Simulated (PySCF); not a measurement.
Nonlinear optical response: 3-methyl-1-butene (C(=C)C(C)C, C₅H₁₀)

Geometry:
```
atom   x (Å)   y (Å)   z (Å)
  C1   2.229  -0.163  -0.168
  C2   1.039  -0.274   0.404
  C3  -0.265   0.096  -0.229
  C4  -0.951   1.204   0.566
  C5  -1.171  -1.126  -0.344
  H6   2.336   0.221  -1.178
  H7   3.138  -0.450   0.347
  H8   0.972  -0.665   1.420
  H9  -0.055   0.470  -1.238
 H10  -0.323   2.095   0.627
 H11  -1.901   1.483   0.103
 H12  -1.163   0.872   1.587
 H13  -1.390  -1.539   0.645
 H14  -0.702  -1.912  -0.939
 H15  -2.123  -0.862  -0.813
```

Computed with quadratic response CAM-B3LYP/def2-TZVPD first hyperpolarisability, Taylor convention, gas phase in PySCF. Geometry: PBE0-D3(BJ)/def2-TZVP.

Q: What is the first hyperpolarisability, and how does it disperse?

A: In au, Taylor convention; the vector part is βᵢ = ⅓ Σⱼ (βᵢⱼⱼ + βⱼᵢⱼ + βⱼⱼᵢ); β∥ is 3/5 of the vector part along the dipole, the dipole points from − to +:
```csv
process,λ (nm),β vector norm,β∥,β HRS,depolarisation ratio
"static β(0;0,0)",∞,35.6,15.5,15.5,4.28
"second harmonic β(−2ω;ω,ω)",1907,37.2,16.5,16.2,4.31
"Pockels β(−ω;ω,0)",1907,36.1,15.8,–,–
"second harmonic β(−2ω;ω,ω)",1064,41.0,19.0,17.9,4.39
"Pockels β(−ω;ω,0)",1064,37.3,16.6,–,–
```

Q: Which lowest excitations, dipole and polarisabilities go with it?

A: S1 6.96 eV (f = 0.063); S2 7.34 eV (f = 0.000); S3 7.38 eV (f = 0.458); dipole 0.37 D; isotropic α 64.5 au static, 64.6 au at 1907 nm, 65.0 au at 1064 nm, 65.2 au at 953.5 nm, 66.8 au at 532 nm.
